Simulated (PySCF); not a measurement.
Cartesian coordinates (Å):
```xyz
1

F      0.0000     0.0000     0.0000
```
Charge 0, spin multiplicity 2.

Q: What total energy, highest occupied spin orbital and dipole moment does TPSSh-D3(BJ)/def2-TZVP (PySCF) give?

A: 
| Property | Value |
|---|---|
| total energy | -99.7660 Ha |
| highest occupied spin orbital | -11.25 eV |
| dipole moment | 0.00 D |
